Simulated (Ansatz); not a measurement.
The input, for Ansatz 0.2.0:

```yaml
crystal:
  periodic: [false, false, false]
  atoms:
    - {symbol: Ge, position_ang: [0.000000, 0.000000, 0.000000]}
    - {symbol: Al, position_ang: [0.000000, 0.000000, 8.420000]}
basis:
  gaussian: {orbitals: cc-pVDZ}
total_charge: 1
magnetization: {spin_polarized: false}
correlation: {method: ccsdt_q, electrons: outside_noble_gas}
```

```sh
$ ansatz run in.yaml --threads 1 --pin off --events-out ev --progress --plain --max-ram 2393MiB
```

Output:

```
790 factors; integrals over basis functions are off by at most 3.4e-8 eV
mean field evaluation 1: about -63045.9128 eV, gradient 5.9e0 eV
mean field evaluation 2: about -63045.9138 eV, gradient 5.9e0 eV
mean field evaluation 4: about -63046.0661 eV, gradient 3.0e-1 eV
mean field evaluation 8: about -63046.0667 eV, gradient 9.2e-5 eV
mean field evaluation 16: about -63045.6369 eV, gradient 7.1e0 eV
mean field evaluation 32: about -63046.0628 eV, gradient 5.3e-2 eV
mean field evaluation 64: about -63046.0383 eV, gradient 4.9e-1 eV
mean field evaluation 96: about -63045.9848 eV, gradient 4.7e-1 eV
mean field evaluation 128: about -63046.0667 eV, gradient 9.2e-3 eV
mean field -63046.06667346 eV, -2316.9002160908 hartree, gradient 1.2e-6 eV, S^2 0.000000; 9 other end points of the search recorded, 0 dependent functions left out; unrestricted orbitals would lower it
determinant -63046.06667346 eV, -2316.9002160908 hartree, with singles and doubles -63049.19930875 eV, -2317.0153383143 hartree
determinant -63045.98638710 eV, -2316.8972656214 hartree, with singles and doubles -63049.13446189 eV, -2317.0129552362 hartree
determinant -63046.06667346 eV, -2316.9002160908 hartree, with singles and doubles -63049.20198077 eV, -2317.0154365092 hartree
determinant -63045.98638710 eV, -2316.8972656214 hartree, with singles and doubles -63049.14736862 eV, -2317.0134295496 hartree
mean field evaluation 160: about -63046.0667 eV, gradient 5.3e-3 eV
unrestricted determinant -63047.32543400 eV, -2316.9464746873 hartree, S^2 1.0238
19 core orbitals not correlated: weight in the atoms' cores, before any rotation towards them, 1.000 or more for the frozen orbitals, at most 0.000 for the correlated occupied ones
reference -63046.06667346 eV, -2316.9002160908 hartree; 3, 3 occupied and 23, 23 virtual orbitals, 790 factors
second order -2.02812307 eV of doubles, -0.00000000 eV of singles
...
cycle  19  -3.21016739 eV  change   -3.0e-6 eV  update   9.3e-6
cycle  20  -3.21016834 eV  change   -9.5e-7 eV  update   3.1e-6
cycle  21  -3.21016572 eV  change    2.6e-6 eV  update   9.6e-6
cycle  22  -3.21016682 eV  change   -1.1e-6 eV  update   2.1e-5
cycle  23  -3.21016667 eV  change    1.5e-7 eV  update   5.4e-5
cycle  24  -3.21016797 eV  change   -1.3e-6 eV  update   7.7e-5
cycle  25  -3.21016810 eV  change   -1.3e-7 eV  update   1.2e-5
cycle  26  -3.21016835 eV  change   -2.5e-7 eV  update   1.9e-5
cycle  27  -3.21016832 eV  change    2.7e-8 eV  update   2.1e-6
cycle  28  -3.21016827 eV  change    5.6e-8 eV  update   6.8e-7
perturbative correction -0.03048253 eV, -0.0011202122 hartree
Total energy: -63049.30732425 eV, -2317.0193078109 hartree
```

For the same geometry and basis full CI lies 22.1 meV lower.

Ran on 1 thread of Arm Neoverse V1, shared host: 3.5 s wall, 0.18 GiB peak host memory.
